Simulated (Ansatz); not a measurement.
A made-up structure of CH$_{2}$B, doublet:

B1  (-0.068, 0.619, -0.321)
C2  (0.063, -0.574, 0.297)
H3  (0.165, -1.510, 0.783)
H4  (-0.179, 1.635, -0.848)
(Å)

It is relaxed with PBE-D4/def2-SVP and then PBE0-D4/def2-TZVP (Ansatz 0.2.0). Atoms count as bonded within 1.22 times the sum of their covalent radii (H–H: 0.88 Å). The end point is not checked to be a true minimum.

**Question.** Does its bonding change? (Judge from chemistry; the calculation decides.)

**Answer.** The calculation gives: No: no bond forms or breaks.

Where it ends: The first stage lowers the energy by 0.05 eV in 3 steps. It ends as CH₂B ([BH][CH]):
```
4
angstrom
B -0.0673 0.6164 -0.3195
C 0.0630 -0.5766 0.2989
H 0.1662 -1.5218 0.7889
H -0.1805 1.6524 -0.8566
```

Labels in which every atom is bracketed show which atoms are joined, not bond orders.

For scale, one of the runs: PBE0-D4/def2-TZVP relaxation, 74 basis functions, launched by `ansatz run in.yaml --threads 2 --pin off --events-out ev --progress --plain --max-ram 4352MiB`. The run took about 25 s on 2 CPU threads of an Arm Neoverse V1 (shared host).
